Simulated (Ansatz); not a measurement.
# bcc Ca (high-temperature phase)

Calculation: PBEsol (Ansatz, a program for electronic structure, PAW).

Settings: plane-wave cutoff 500 eV, 24×24×24 k mesh, Fermi–Dirac smearing 0.1 eV, scalar-relativistic PAW data made under PBE.

Cell: relaxed at this level.

- volume per atom: 40.46 Å³/atom
- lattice parameter a: 4.325 Å
- band gap: none

Note: symmetry holds this phase in the static calculation, where it need not be a minimum.

The computed numbers hold no vibrational or temperature effects.

It cost around 40 core-seconds (rough) of CPU time.
